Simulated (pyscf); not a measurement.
Elimination: `[F][W]([F])([F])([F])([F])[SeH]` -> `[F][W]([F])([F])([F])=[Se]` + `[FH]`

Gas phase, singlet surface, charge 0. Bonds broken: Se1–H8, W2–F3. Bonds formed: F3–H8. Single points on ωB97X-D3(BJ)/def2-SVP structures (PySCF, gas phase).

Transition state (Å):

```xyz
8

Se     0.5983     0.8387     0.0874
W     -0.9293    -0.9364    -0.1582
F     -1.2123    -0.1764     1.7620
F     -2.3132     0.0068    -0.9500
F     -0.4572    -1.4080    -1.8601
F      0.1685    -2.3271     0.3812
F     -2.2877    -1.9284     0.6295
H     -0.3068     0.6286     1.4650
```

One imaginary mode, 1143i cm⁻¹; descent along it reached the two sides named.

| bond | change | reactant side (Å) | saddle | product side |
|---|---|---|---|---|
| Se1–H8 | breaks | 1.463 | 1.662 | 2.9 |
| W2–F3 | breaks | 1.849 | 2.084 | 2.9 |
| F3–H8 | forms | 2.429 | 1.247 | 0.918 |

Electronic energies relative to the reactant's lowest minimum found (kcal/mol):

```tsv
level	barrier	reaction energy	reverse barrier
ωB97X-D3(BJ)/def2-TZVP	25.6	+3.0	22.6
PBE/def2-TZVP	19.9	+2.5	17.3
r²SCAN/def2-TZVP	22.2	+5.2	16.9
B3LYP-D3(BJ)/def2-TZVP	23.9	+0.9	23.0
PBE0-D3(BJ)/def2-TZVP	22.4	+0.9	21.5
M06-2X/def2-TZVP	22.3	-5.0	27.4
ωB97M-D3(BJ)/def2-TZVP	25.0	+0.9	24.1
HF/def2-TZVP	36.3	-6.1	42.4
```

With ωB97M-D3(BJ)/def2-TZVP energies and thermal terms (ideal gas, 1 atm, RRHO with modes under 100 cm⁻¹ raised to 100, one conformer, R ln 2 for chiral ones without a mode under 150 cm⁻¹), in kcal/mol:

| T (K) | ΔH‡ | ΔG‡ | ΔH | ΔG |
|---|---|---|---|---|
| 298 | 22.8 | 23.6 | +1.2 | -7.9 |
| 600 | 22.4 | 24.5 | +0.8 | -16.9 |
| 900 | 22.0 | 25.7 | 0.0 | -25.6 |
| 1200 | 21.6 | 27.0 | -1.0 | -34.1 |

This is the saddle that the search found; another between the same sides may lie lower. Elements up to Kr have no core potential and no relativistic terms here. Elements past Kr carry the def2 core potentials, without spin-orbit coupling.
